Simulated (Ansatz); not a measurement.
For zinc-blende CdTe, BLYP (plane waves, PAW; Ansatz, a first-principles code) gives:

```
Item                                  Value
-----------------------------  ------------
lattice parameter a                 6.763 Å
bulk modulus B0                    29.2 GPa
cohesive energy                1.61 eV/atom
band gap at the measured cell       0.68 eV
```

What does B3LYP (VWN-RPA form) (Ansatz, plane waves, PAW) give for the same quantities?


- lattice constant a: 6.673 Å (decreases by 1.3 %)
- bulk modulus: 34.7 GPa (goes up by 19 %)
- cohesive energy: 1.75 eV/atom (goes up by 0.14 eV/atom)
- band gap at the measured cell: 1.80 eV (rises by 1.12 eV)

For comparison: lattice constant a 6.48 Å (measured, room temperature, not corrected to a static lattice; as tabulated in Lucero et al. (2012), arXiv:1111.4515); bulk modulus 43.7 GPa (measured, room temperature, no zero-point or thermal correction, our sources range from 42.0 to 43.7; as tabulated in Elmahjoubi et al. (2023), arXiv:2303.01780); band gap 1.63 eV (measured, zero-point renormalisation of 16 meV (experimental, the table's column) added back here, direct; inputs from Miglio et al. (2020), arXiv:2011.12765).

Changes are worked out from the printed values.

Unless a cell is named, each level is at its own relaxed cell (BLYP 38.66, B3LYP (VWN-RPA form) 37.14 Å³/atom).

Levels without +SOC leave out spin–orbit coupling, which shifts energies and cells of such heavy elements.

Levels without +SOC have no spin–orbit coupling; where heavier elements are present it shifts gaps, mostly down, and can invert bands. Density-functional gaps are differences of (generalised) Kohn–Sham levels.

Caveats: the cell is over a tenth larger than the published one: the level's own overestimate first of all, though another phase or state, or a fault of the published cell, is possible (BLYP). Ansatz's density-functional and Hartree–Fock values are scalar-relativistic unless marked +SOC, with PAW data made under PBE.
